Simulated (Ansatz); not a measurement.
B3, relaxed as a doublet with UKS PBE-D4/def2-TZVP in Ansatz, starting from the GFN1-xTB geometry. Force threshold 0.02 eV/Å.

The structure comes from a short search, and lower isomers may exist.

Start:

```xyz
3

B    -0.5013    0.7741   -0.0598
B    -0.1277   -0.6763    0.6169
B     0.6291   -0.0978   -0.5571
```

```
step  energy (eV)  largest force component (eV/Å)  SCF passes
   1   -2018.7033                           1.932          35
   2   -2018.8022                           0.855          40
   3   -2018.8302                           0.002          37
```

Force components are those of the run's own axes.

End:

```xyz
3

B    -0.511    0.738   -0.024
B    -0.157   -0.634    0.616
B     0.668   -0.104   -0.591
```

By distances, no bond broke or formed. The bond that changes most is B1–B2, from 1.64 to 1.56 Å (atoms count from 1). The end is the same structure that another start reached, the lowest one found.

No frequencies were taken in this run, so the end may be a saddle point.

Run time 2.1 s (4 threads of Arm Neoverse V1 on a shared host).
